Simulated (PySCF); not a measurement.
Building multiplets from coupling constants

Numbering as in the mapped SMILES `[CH3:1][CH2:2][O:3][CH:4]1[CH2:5][CH2:6]1`. Hydrogens are named by the atom that carries them. Ha(C5), Ha(C6) are cis to O3 on the ring; Hb(C5), Hb(C6) are trans to O3 on the ring.

Theoretical values (PySCF): NMR shieldings at PBE0/pcSseg-1/GIAO, spin–spin couplings from B3LYP/pcJ-1 (without the spin–dipole term), coordinates at the PBE0-D3(BJ)/def2-SVP level. One conformer, gas phase, fast rotation and ring inversion assumed for equivalent nuclei, non-relativistic.

References, each an isolated molecule treated in the same way: ¹H vs TMS.

Spectrometer: 500 MHz for ¹H. First-order analysis; couplings under 1 Hz (under 4 Hz in carbon signals) are ignored, and nearly equal couplings are merged; the smaller ones broaden or split the lines further.

Problem. What pattern does H(C1) show (¹H)?

Solution. A triplet at δ 1.13: 7.9 Hz to H(C2) (2 × ¹H, 3 bonds away). Lines in Hz from the centre (relative intensity): +7.9 (1), +0.0 (2), -7.9 (1). The outer lines are 15.8 Hz apart, the sum of the couplings kept, or 0.032 ppm at this field.

Problem. What pattern does H(C2) show (¹H)?

Solution. A quartet at δ 3.23: 7.9 Hz to H(C1) (3 × ¹H, 3 bonds away). Lines in Hz from the centre (relative intensity): +11.8 (1), +4.0 (3), -4.0 (3), -11.8 (1). The outer lines are 23.7 Hz apart, the sum of the couplings kept, or 0.047 ppm at this field.

Problem. What pattern does H(C4) show (¹H)?

Solution. A triplet of triplets at δ 2.88: 6.9 Hz to Hb(C5)/Hb(C6) (2 × ¹H, 3 bonds away), 3.3 Hz to Ha(C5)/Ha(C6) (2 × ¹H, 3 bonds away). Lines in Hz from the centre (relative intensity): +10.2 (1), +6.9 (2), +3.6 (1), +3.3 (2), +0.0 (4), -3.3 (2), -3.6 (1), -6.9 (2), -10.2 (1). The outer lines are 20.4 Hz apart, the sum of the couplings kept, or 0.041 ppm at this field.

Unscaled 3J(H,H) at this level run about 10 % above measured values.
